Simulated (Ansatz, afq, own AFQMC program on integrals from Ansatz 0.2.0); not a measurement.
Two steps: Ansatz 0.2.0 writes the Fock matrix and Cholesky factors of the valence space, and afq projects on them the lowest state that overlaps trial and start.

```yaml
crystal:
  periodic: [false, false, false]
  atoms:
    - {symbol: Li, position_ang: [0.000000, 0.000000, 0.000000]}
    - {symbol: Li, position_ang: [0.000000, 0.000000, 3.117600]}
basis:
  gaussian: {orbitals: aug-cc-pVDZ}
total_charge: -1
magnetization: {spin_polarized: true, initial_magnetization: 1}
correlation: {method: ccsd_t, electrons: outside_noble_gas, hamiltonian_folder: ham}
```

```sh
$ ansatz run in.yaml --threads 1 --pin off --events-out ev --progress --plain --max-ram 1843MiB
```

afq runs on the folder ham with

```
--method free --trial cisd --walkers 60 --time-step 0.03 --max-blocks 80 --target-error 0.00021 --factor-cut 1e-05 --seed 3859 --times 0,0.3,0.6,1.2,1.8,2.4,3.6,4.8,6 --taylor-order 8
```

Times are imaginary, in 1/Eh. The walk had a cap of 1067 s.

afq prints:

```
orbitals 44  electrons 2 1  factors 323 of 396
reference energy -14.88818578 Eh
CCSD correlation -0.02723823 Eh in 15 cycles, weight of the determinant in the CISD state 0.7434
repeat  energy at the last time / Eh  error
    10  -14.916523  0.000148
    20  -14.916464  0.000082
    30  -14.916498  0.000061
time / (1/Eh)  energy / Eh  error  mean overlap
  0.00  -14.915388  0.000019  1.3467
  0.30  -14.915551  0.000024  1.3453
  0.60  -14.915691  0.000027  1.3422
  1.20  -14.915918  0.000030  1.3522
  1.80  -14.916055  0.000027  1.3576
  2.40  -14.916145  0.000031  1.3568
  3.60  -14.916333  0.000047  1.3695
  4.80  -14.916477  0.000048  1.3664
  6.00  -14.916512  0.000061  1.3563
energy -14.916512 +/- 0.000061 Eh
```

The run passed its tests (error under three times the target), which doesn't prove that it has relaxed.

Against this walk (error 1.7 meV) on the same determinant: CCSD(T) 10.1 meV higher, full CI 8.1 meV lower. The error is statistical, and a free projection of finite length keeps a remainder of its start. The determinant has ⟨S²⟩ = 1.31, so the low cluster orders mix in higher spin, and so can this walk. The projection is still falling at its last time (meV from the last point: 12.4 ± 0.7 at 1.80, 10.0 ± 0.8 at 2.40, 4.9 ± 1.3 at 3.60, 1.0 ± 1.3 at 4.80, 0.0 ± 1.7 at 6.00), so its energy is a cut-off value, and the gaps above aren't errors of the other methods. Full CI is exact here, so the walk's 8 meV above it is the walk's own error: what remains of the start. The determinant is a poor start (see the cautions), so the low cluster orders aren't to be relied on, and full CI is the sure value.

Cautions: remainder of the start not in the error; start is not spin pure; strong correlation (T1 0.150, weight of the determinant 0.74, largest double 0.13); unrestricted determinant spin contaminated (⟨S²⟩ 1.31 against 0.75).

The walk took 66 s on 1 thread of AMD EPYC 7R32 (Zen 2) (shared host). The log's last line is the free-projection energy.

A walk keeps the symmetry of its determinant, which the program's search chose and which needn't be the lowest solution, so a lower state of the same spin and another symmetry isn't excluded.
